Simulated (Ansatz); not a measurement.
Ansatz (a quantum-chemistry and plane-wave program) input (B3LYP/6-31G**): The .json file is the Basis Set Exchange's 6-31G**.

Ansatz 0.2 input:
```yaml
crystal:
  periodic: [false, false, false]
  atoms:
    - {symbol: C, position_ang: [-0.01423719, -0.06952151, -1.23419539]}
    - {symbol: Si, position_ang: [0.00834037, 0.17010305, 0.73186645]}
    - {symbol: H, position_ang: [-0.01728263, -1.11287275, -1.56859470]}
    - {symbol: H, position_ang: [-0.89893486, 0.41944684, -1.65979309]}
    - {symbol: H, position_ang: [0.85959133, 0.42084071, -1.68015728]}
    - {symbol: H, position_ang: [-1.11421076, -0.84675739, 1.04684283]}
    - {symbol: H, position_ang: [1.13949487, -0.84497103, 1.02074434]}
basis:
  gaussian:
    orbitals: 6-31G__.json
hamiltonian:
  xc: {name: B3LYP}
total_charge: -1
output: {forces: true}
```

From the last part of the output:

```
Functional definition: B3LYP
integrals: 0.01 GiB planned
573 factors; integrals over basis functions are off by at most 1.2e-3 eV
mean field: 0.14 GiB planned
mean field evaluation 1: about -8995.0696 eV, gradient 1.6e1 eV
mean field evaluation 2: about -8995.2008 eV, gradient 1.7e1 eV
mean field evaluation 4: about -8995.8969 eV, gradient 4.0e-1 eV
mean field evaluation 8: about -8995.8933 eV, gradient 1.5e-2 eV
mean field -8995.89333710 eV, -330.5929825029 hartree, gradient 7.8e-5 eV, S^2 0.000000; 0 other end points of the search recorded, 0 dependent functions left out
the calculation of the forces begins
reference -8995.89354147 eV, -330.5929900133 hartree; 13, 13 occupied and 46, 46 virtual orbitals, 573 factors
Total energy: -8995.89354147 eV, -330.5929900133 hartree
Atom 0 at    -0.014237    -0.069522    -1.234195 Å, force     0.000884    -0.020086     0.074920 eV/Å
Atom 1 at     0.008340     0.170103     0.731866 Å, force     0.001310     0.150904     0.123414 eV/Å
Atom 2 at    -0.017283    -1.112873    -1.568595 Å, force    -0.000887    -0.069058    -0.081282 eV/Å
Atom 3 at    -0.898935     0.419447    -1.659793 Å, force    -0.060052     0.030923    -0.075543 eV/Å
Atom 4 at     0.859591     0.420841    -1.680157 Å, force     0.058237     0.031017    -0.076913 eV/Å
Atom 5 at    -1.114211    -0.846757     1.046843 Å, force    -0.059592    -0.061897     0.018395 eV/Å
Atom 6 at     1.139495    -0.844971     1.020744 Å, force     0.060100    -0.061802     0.017009 eV/Å
Dipole moment:    -0.007859    -0.181983    -0.691145 e Å
```

The dipole moment of an ion depends on the origin.
